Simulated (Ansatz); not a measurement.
Basis sets over 5 cases of the adiabatic ionisation energy at PBE with Ansatz (elements up to F), each against its own reference: (a) the value in aug-cc-pV5Z; (b) the value in aug-pcseg-3. By their distance from other large sets or by the extrapolation step the references are unsure by up to roughly 0.007 eV. B3LYP-D3(BJ)/def2-TZVP geometries; electronic energies; unrestricted open shells; no added dispersion term; no relativity. Cartesian d functions in some cases of 6-31G**, 6-31+G*. 

Cases are drawn at random; left out are references unsure by over 0.033 eV, doubtful singlets, and cases whose largest runs show a restricted determinant unstable towards unrestricted orbitals, <S^2> over 0.1 too high or, where CCSD(T) ran, T1 over 0.025 (0.045 for open shells). Sets are drawn from those converged to one state in every case.

Cases (SMILES) and reference values:
- O=[N] (N-O) → NO+ (singlet, bonded as [N]=O) + e-: 9.493 eV (a)
- O=C (CH2-O) → CH2O+ (doublet, bonded as C=O) + e-: 10.726 eV (b)
- OO (H2O2) → H2O2+ (doublet, bonded as OO) + e-: 10.261 eV (b)
- C#C (C2H2) → C2H2+ (doublet, bonded as C#C) + e-: 11.269 eV (b)
- O (H2O) → H2O+ (doublet, bonded as O) + e-: 12.651 eV (a)

| basis | functions over def2-SVP (largest species, mean of cases) | mean signed deviation (eV) | mean absolute | largest | within 0.1 eV |
|---|---|---|---|---|---|
| pcseg-0 | 0.6 | 0.122 | 0.395 | 0.872 | 1 of 5 |
| 3-21G | 0.6 | -0.287 | 0.439 | 1.138 | 1 of 5 |
| def2-SV(P) | 0.9 | -0.181 | 0.202 | 0.436 | 3 of 5 |
| cc-pVDZ | 1.0 | -0.291 | 0.291 | 0.528 | 0 of 5 |
| 6-31G** | 1.1 | -0.246 | 0.265 | 0.452 | 1 of 5 |
| 6-31+G* | 1.1 | 0.006 | 0.089 | 0.203 | 3 of 5 |
| 6-311G** | 1.3 | -0.144 | 0.144 | 0.322 | 2 of 5 |
| 6-311+G** | 1.5 | 0.030 | 0.032 | 0.077 | 5 of 5 |
| aug-pcseg-1 | 1.7 | 0.056 | 0.057 | 0.121 | 4 of 5 |
| aug-cc-pVDZ | 1.7 | 0.004 | 0.042 | 0.113 | 4 of 5 |
| 6-311++G(2d,2p) | 1.9 | 0.019 | 0.019 | 0.041 | 5 of 5 |
| def2-TZVP | 2.0 | -0.053 | 0.053 | 0.110 | 4 of 5 |
| pcseg-2 | 2.3 | -0.003 | 0.010 | 0.026 | 5 of 5 |
| def2-TZVPP | 2.4 | -0.044 | 0.044 | 0.089 | 5 of 5 |
| 6-311++G(3df,3pd) | 3.0 | 0.007 | 0.007 | 0.015 | 5 of 5 |
| aug-cc-pVTZ | 3.6 | 0.003 | 0.007 | 0.015 | 5 of 5 |
| def2-QZVPP | 4.5 | -0.017 | 0.017 | 0.028 | 5 of 5 |
| pcseg-3 | 4.8 | -0.001 | 0.002 | 0.004 | 5 of 5 |
| def2-QZVPPD | 5.1 | -0.003 | 0.003 | 0.006 | 5 of 5 |
| aug-cc-pVQZ | 6.6 | 0.001 | 0.001 | 0.003 | 5 of 5 |

Among the sets for which every case ran a larger relative (same family, alike in diffuse functions, listed or not), the smallest listed that holds all cases within 0.1 eV together with them is 6-311+G**, at 1.5 times the functions of def2-SVP. Inside, though some case ran no larger relative to test it: 6-311++G(3df,3pd), def2-QZVPP, pcseg-3, def2-QZVPPD, aug-cc-pVQZ. Largest deviations of relatives not listed, over the cases that ran them: def2-QZVP 0.028, pcseg-4 0.002, aug-cc-pV5Z 0.000 eV. A case lies within its reference's uncertainty of the window's edge in aug-pcseg-1. These figures hold for the cases listed.

Ansatz is an electronic-structure program.
